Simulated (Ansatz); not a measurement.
Results of rVV10 (Ansatz, an electronic-structure program, plane waves, PAW) for trigonal Se.

Settings: plane-wave cutoff 520 eV, 12×12×8 k mesh (along the axes of the cell as run), Fermi–Dirac smearing 0.01 eV, scalar-relativistic PAW data made under PBE.

Cell (relaxed at this level):

Space group P3₁21 (No. 152); a = b = 4.2290 Å, c = 5.1870 Å, α = β = 90.00°, γ = 120.00°

| atom | site | symmetry | x | y | z |
|---|---|---|---|---|---|
| Se | 3a | .2. | 0.7600 | 0.7600 | 0.0000 |

Question: Estimate the bulk modulus B0, band gap, smallest direct gap on the k points sampled and direct gap at Γ that the calculation returns.

Answer: 
- bulk modulus B0 = 22.3 GPa
- band gap = 0.56 eV (indirect)
- smallest direct gap on the k points sampled = 0.64 eV
- direct gap at Γ = 1.87 eV

Note: the bulk modulus comes from volumes at which shape and atoms were relaxed.

Spin–orbit coupling is not included.

The computed numbers hold no vibrational or temperature effects.
